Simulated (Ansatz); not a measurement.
Ligand exchange: C4H10 + SiH2Cl2 → C3H7Cl + SiH2(CH3)Cl

Species: C4H10 (isobutane) `CC(C)C`, singlet; SiH2Cl2 (dichlorosilane (DCS)) `Cl[SiH2]Cl`, singlet; C3H7Cl `CC(C)Cl`, singlet; SiH2(CH3)Cl ((chlorosilyl)methane), singlet. The partners trade CH3 for Cl: C–CH3 and Si–Cl bonds give way to C–Cl and Si–CH3.

Shapes, held fixed at every level: PBE0-D4/def2-TZVP. Programs: Ansatz 0.2.0. The zero-point and thermal change to 298 K, harmonic and unscaled (PBE0-D4/def2-TZVP), is -4.3 kJ/mol.

Question: Estimate ΔH(298 K) of this reaction.

Answer: The highest level, CCSD(T)/CBS estimate, gives ΔH(298 K) = +93.6 kJ/mol; the levels span +86.9 to +101.6. The column of differences is taken from that level and isn't an error. No measured value is set beside it here. The CBS estimate extrapolates MP2 from def2-TZVPP and def2-QZVPP and adds CCSD(T) − MP2 in the triple-zeta set, cores frozen.

```
               level                   kind  ΔH(298 K) (kJ/mol)  less CCSD(T)/CBS estimate
         HF/def2-SVP           Hartree–Fock              +101.6                       +8.0
   PBE-D4/def2-TZVPP                    GGA               +86.9                       -6.7
 B3LYP-D4/def2-TZVPP          global hybrid               +90.0                       -3.6
 BHLYP-D4/def2-TZVPP          global hybrid               +94.9                       +1.3
   B2PLYP/def2-TZVPP          double hybrid               +92.4                       -1.2
      MP2/def2-TZVPP    perturbation theory               +97.1                       +3.5
     CCSD/def2-TZVPP  coupled cluster or CI               +95.3                       +1.7
CCSD(T)/CBS estimate  coupled cluster or CI               +93.6                        0.0
```
